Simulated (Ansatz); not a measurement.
**Structure relaxation of Be3Cl2**

Computed with DFT PBE, scalar-relativistic, plane waves, PAW (Ansatz). Cutoff 420 eV, Γ-centred k mesh, Gaussian smearing, no spin polarisation in the final step.

The start is a random cell of Be3Cl2 with space group C2 (No. 5), drawn with lower limits on the distances.

```
CELL_PARAMETERS angstrom
3.24114 -2.94920 0.00000
3.24114 2.94920 0.00000
-0.40978 0.00000 4.72151
ATOMIC_POSITIONS crystal
Be 0.00045 0.50045 0.25000
Be 0.49955 0.99955 0.75000
Be 0.75000 0.25000 0.50000
Cl 0.58333 0.91667 0.35582
Cl 0.08333 0.41667 0.64418
```

Cell and atoms relax at zero pressure; the relaxation can't lower the symmetry of the start. After a coarse first stage the cell is made exact in the group found at 0.06 Å.

Energies over the elements count from the elements' standard structures at the same level (Cl₂ as a molecule), with no empirical corrections.

(1) Describe the relaxed structure.

(2) What are its volume, energy, density and gap?

Answers

(1) It keeps C2 (No. 5). Conventional cell: a = 8.632 Å, b = 6.057 Å, c = 3.965 Å, β = 105.5°. Around Be on Wyckoff site c (2 atoms of the primitive cell) lie 1 Be at 1.95 Å, 2 Cl at 2.05–2.15 Å and 2 Be at 2.23–2.24 Å; Be on Wyckoff site b (1 atom of the primitive cell) is coordinated by 4 Be at 2.23–2.24 Å and 2 Cl at 2.35 Å; Cl is coordinated by 2 Be at 2.05–2.15 Å and 1 Be at 2.35 Å.

```cif
data_structure
_symmetry_space_group_name_H-M 'C2'
_symmetry_Int_Tables_number 5
_cell_length_a 8.6317
_cell_length_b 6.0568
_cell_length_c 3.9651
_cell_angle_alpha 90.000
_cell_angle_beta 105.533
_cell_angle_gamma 90.000
_cell_volume 199.73
loop_
_atom_site_label
_atom_site_type_symbol
_atom_site_symmetry_multiplicity
_atom_site_Wyckoff_symbol
_atom_site_fract_x
_atom_site_fract_y
_atom_site_fract_z
_atom_site_occupancy
Be1 Be 4 c 0.61752 0.15265 0.06740 1
Be2 Be 2 b 0.50000 0.20757 0.50000 1
Cl1 Cl 4 c 0.81457 0.95190 0.14497 1
```

(2) The volume per atom is 19.97 Å³, the density is 1.63 g/cm³ and the energy over the elements is -0.196 eV/atom. The gap on the 6×6×8 mesh is 1.18 eV.

The final run used a 6×6×8 mesh on its 5-atom cell and 0.02 eV smearing. Symmetry constrained the relaxation, so the result can be a saddle point.

Cost: 3 runs of about 2.9 core-minutes in all, on Arm Neoverse V1 (shared hosts).